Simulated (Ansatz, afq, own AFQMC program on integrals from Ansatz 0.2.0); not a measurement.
**Where AFQMC and coupled cluster stand for GeH4Br, doublet**

```yaml
atoms:
  - { symbol: Br, position_ang: [-1.6628, 0.0000, 0.0000] }
  - { symbol: H, position_ang: [0.0782, 0.0000, 0.0000] }
  - { symbol: Ge, position_ang: [1.7362, 0.0000, 0.0000] }
  - { symbol: H, position_ang: [2.2049, -1.4659, 0.0000] }
  - { symbol: H, position_ang: [2.2049, 0.7330, -1.2695] }
  - { symbol: H, position_ang: [2.2049, 0.7330, 1.2695] }
```

Connectivity, by distances: Br ··· GeH3, 1 bridging H.

Basis cc-pVTZ. Only valence electrons are correlated. Ansatz 0.2.0 and our own AFQMC program on the same integrals; the CISD trial comes from CCSD amplitudes, and released means the phaseless constraint is let go. Uncertainties: one standard error, sampling alone. No spin–orbit coupling.

Determinant: UHF, the one that the program's search chose, which needn't be the lowest solution. The geometry is a point of a scan.

No full CI on the walks' own integrals is used here. The released AFQMC energy serves as the reference, which it does only where one determinant dominates, the energy is flat over the last release times and near the phaseless one (40 meV or 2 meV an electron, half that with transition metals). On small molecules, where full CI could be run and the noise was under 10 meV, such values lay within 10 meV of it in 19 cases of 20, a flattering rate, since the rule was set on those same cases; what remains of the bias isn't in the error bar.

Cautions: no relativity below Rb; no spin-orbit coupling; inner d shell frozen; the released value is read at 1.50 1/Eh with a noise of 11 meV, more than in the cases checked (meV from the phaseless value at times in 1/Eh: -5 ± 9 at 0.24, 0 ± 9 at 0.51, -18 ± 8 at 0.99, -15 ± 11 at 1.50).

```
T1 diagnostic                               : 0.0136
weight of the determinant in the CISD state : 0.850
⟨S²⟩ of the determinant                     : 0.777
size of the correlated space                : 15 electrons in 114 orbitals
```

| level | correlation energy (eV) |
| --- | --- |
| MP2 | -7.9599 |
| CCSD | -9.1795 |
| CCSD(T) | -9.4746 |

(1) Estimate where phaseless AFQMC with a CISD trial lies against CCSD(T) on the same integrals.

(1) 43.5 ± 7.7 meV below CCSD(T).

Reference: AFQMC with the constraint released, correlation energy -9.533 ± 0.011 eV.

```tsv
level	E − E(reference) (meV)	share of correlation (%)
CCSD(T)	58.0 ± 10.9	99.39
ph-AFQMC/CISD	14.5 ± 13.4	99.85
```

A walk keeps the symmetry of its determinant, which the program's search chose and which needn't be the lowest solution, so a lower state of the same spin and another symmetry isn't excluded. Released energies are given only where the last usable release times agree within the noise; a slower fall can still hide under it.
